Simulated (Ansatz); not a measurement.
# NaC+ (quintet): the correlation ladder, def2-TZVPP

An exercise on one series of results from a longer session: the logs are not shown, and one member is left open.

Program: Ansatz 0.2.0, Gaussian basis. Level of theory: def2-TZVPP, core rule «outside noble gas», up to 6 orbitals frozen. These are calculated values, not measurements.

The runs, in order: UHF; ROHF; CCSD(T) on UHF.

2 further runs of the same task are left out: 2 set aside as unsound or not needed.

### The system

The geometry is a PBE0/def2-TZVP stationary point (not a proven minimum) of the parent state, kept for this charge and spin.

2 atoms, charge 1, spin multiplicity 5.

Atoms are counted from 1 here; the program's logs count them from 0.

Bond lengths: C1–Na2 2.711 Å.

The first run:

in.yaml reads:

```yaml
crystal:
  periodic: [false, false, false]
  atoms:
    - {symbol: C, position_ang: [0.000000, 0.000000, 0.000000]}
    - {symbol: Na, position_ang: [0.000000, 0.000000, 2.711400]}
basis:
  gaussian: {orbitals: def2-TZVPP}
total_charge: 1
magnetization: {spin_polarized: true, initial_magnetization: 4}
hamiltonian: {xc: hf}
output: {orbitals: {seedname: orbitals}}
```

The run is started by

```bash
$ ansatz run in.yaml --threads 1 --pin off --events-out ev --progress --plain --max-ram 2816MiB --backend cpu
```

Among the steps run: UHF; ROHF; CCSD(T) on UHF.

One table of the session follows, with a row left open; its other results are not shown here.

| method | from UCCSD(T) (kJ/mol) |
| --- | --- |
| ROHF | +88.4 |
| UHF | +88.3 |
| UMP2 | +18.8 |
| UCCSD | ? |
| UCCSD(T) | 0 |

Q: Estimate the row for UCCSD from the others.

The run gave: from UCCSD(T) (kJ/mol): +0.8. In the column «from UCCSD(T) (kJ/mol)» it lies between UCCSD(T) (0) and UMP2 (+18.8).
